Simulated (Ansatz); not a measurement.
This geometry of C$_{3}$H$_{6}$FN (11 atoms, charge 0, multiplicity 1) is a first-order saddle point.

Method: RKS B3LYP-D4/6-31G* in Ansatz 0.2.0.

```xyz
11
Properties=species:S:1:pos:R:3
C -1.525 0.671 0.292
C -0.441 0.788 -0.469
F -0.143 1.992 -1.016
N 0.503 -0.200 -0.799
C 1.223 -0.796 0.329
H -1.778 -0.284 0.738
H -2.171 1.519 0.489
H 0.101 -0.912 -1.400
H 1.963 -1.501 -0.060
H 0.577 -1.327 1.047
H 1.756 -0.008 0.869
```

Which two structures does it join? (They come from a converged band through this point; their orientation in space is the band's.)

No bond is made or broken. The dihedral C1–C2–N4–H8 goes from -4 to 149°.

Image 0:

```xyz
11
Properties=species:S:1:pos:R:3
C -1.835 0.753 -0.027
C -0.508 0.655 -0.126
F 0.273 1.728 0.130
N 0.254 -0.428 -0.528
C 1.493 -0.725 0.191
H -2.470 -0.111 -0.183
H -2.296 1.711 0.175
H -0.321 -1.244 -0.699
H 2.008 -1.540 -0.323
H 1.331 -1.013 1.242
H 2.137 0.156 0.169
```

Image 8:

```xyz
11
Properties=species:S:1:pos:R:3
C -1.333 0.813 0.481
C -0.576 0.620 -0.603
F -0.943 1.142 -1.795
N 0.630 -0.038 -0.726
C 1.102 -0.837 0.391
H -1.070 0.377 1.435
H -2.213 1.439 0.417
H 0.747 -0.462 -1.639
H 2.047 -1.309 0.113
H 0.387 -1.616 0.698
H 1.287 -0.185 1.251
```

How far does it lie above each of them?

0.267 eV above the first and 0.322 eV above the second. This is the barrier of this one path; another mechanism may lie lower.

Time of the run: 3.3 min on 1 thread of Arm Neoverse V2 (shared host), peak memory 0.17 GiB.
